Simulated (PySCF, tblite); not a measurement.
Compound: C3H3O2 (charge -1).
Numbering: `[CH2:1]=[CH:2][C:3](=[O:4])[O-:5]` (hydrogens: H6, H7 on C1; H8 on C2)
Bond orders are those of one Lewis drawing.

Computed with GFN2-xTB (tblite), gas phase: Langevin dynamics at 400 K from the optimised GFN2-xTB geometry, time step 0.5 fs, friction 0.01 fs⁻¹, 2000 steps. Over the second half of the run the saved frames average 464 K.

Frame at 250 fs, instantaneous temperature 299 K:
```
atom  x, y, z in Å
C1     -1.338   -0.759    0.472
C2     -0.022   -0.615    0.307
C3      0.810    0.297   -0.691
O4      1.457    1.268   -0.298
O5      0.798   -0.375   -1.760
H6     -1.934    0.033    0.010
H7     -1.865   -1.481    1.067
H8      0.559   -1.409    0.798
```

Frame at 425 fs, instantaneous temperature 559 K:
```
atom  x, y, z in Å
C1     -1.210   -0.736    0.214
C2      0.125   -0.666    0.065
C3      0.673   -0.015   -1.196
O4      0.893    1.185   -0.985
O5      0.842   -0.752   -2.219
H6     -1.992   -0.226   -0.330
H7     -1.544   -1.026    1.172
H8      0.863   -1.138    0.756
```

Frame at 625 fs, instantaneous temperature 454 K:
```
atom  x, y, z in Å
C1     -1.087   -0.285    0.385
C2     -0.278   -0.860   -0.479
C3      0.497   -0.242   -1.736
O4      0.663    1.008   -1.591
O5      0.816   -1.032   -2.601
H6     -1.372    0.767    0.182
H7     -1.467   -0.709    1.353
H8     -0.035   -1.954   -0.431
```

Frame at 800 fs, instantaneous temperature 466 K:
```
atom  x, y, z in Å
C1     -0.713   -0.147    0.910
C2     -0.130   -0.978    0.028
C3      0.494   -0.398   -1.241
O4      0.117    0.705   -1.718
O5      1.369   -1.155   -1.731
H6     -1.137    0.817    0.669
H7     -1.020   -0.531    1.863
H8      0.285   -1.964    0.242
```

Frame at 1000 fs, instantaneous temperature 356 K:
```
atom  x, y, z in Å
C1     -1.193   -0.173    1.320
C2     -0.603   -0.839    0.282
C3     -0.259   -0.405   -1.227
O4     -1.098    0.259   -1.785
O5      0.942   -0.699   -1.501
H6     -1.663    0.829    1.101
H7     -1.117   -0.505    2.378
H8     -0.173   -1.878    0.462
```

Problem. What do single points at PBE0/pcSseg-1 (PySCF, gas phase) give on these frames?

Solution. 
```json
{"t (fs)": "250", "GFN2-xTB E above start (eV)": "0.31", "DFT E above lowest frame (eV)": "0.23", "HOMO (eV)": "-1.02", "LUMO (eV)": "5.28"}
{"t (fs)": "425", "GFN2-xTB E above start (eV)": "0.36", "DFT E above lowest frame (eV)": "0.25", "HOMO (eV)": "-1.02", "LUMO (eV)": "4.94"}
{"t (fs)": "625", "GFN2-xTB E above start (eV)": "0.24", "DFT E above lowest frame (eV)": "0.03", "HOMO (eV)": "-1.00", "LUMO (eV)": "4.55"}
{"t (fs)": "800", "GFN2-xTB E above start (eV)": "0.21", "DFT E above lowest frame (eV)": "0.00", "HOMO (eV)": "-0.84", "LUMO (eV)": "4.12"}
{"t (fs)": "1000", "GFN2-xTB E above start (eV)": "0.37", "DFT E above lowest frame (eV)": "0.13", "HOMO (eV)": "-1.27", "LUMO (eV)": "4.58"}
```

The two levels order the frames alike by energy but for pairs within 0.08 eV at one level; measured from each level's lowest frame they differ by 0.13 eV at most. The HOMO–LUMO gap runs from 4.96 to 6.30 eV. These are instantaneous structures, not minima.

Problem. And the isotropic GIAO shieldings (ppm) from the same runs?

Solution. 
```csv
atom,250 fs,425 fs,625 fs,800 fs,1000 fs,mean,range
C1,90.9,88.2,76.3,72.3,79.3,81.4,18.6
C2,23.7,18.6,18.5,20.1,9.7,18.1,14.0
C3,15.0,7.5,19.5,11.8,20.4,14.8,12.9
O4,-8.1,-47.2,4.5,24.7,13.7,-2.5,71.9
O5,-55.8,-35.8,11.6,-68.4,-7.3,-31.1,80.0
H6,27.4,27.1,26.1,25.9,26.0,26.5,1.5
H7,27.5,28.6,26.2,27.5,26.5,27.3,2.4
H8,24.8,23.9,25.0,24.5,24.4,24.5,1.1
```

What follows is the cost of the whole dynamics run. Hardware: Intel Xeon at 2.60 GHz, one thread, on a shared host. Cost: 5.5 s wall, 0.18 GiB resident at most.
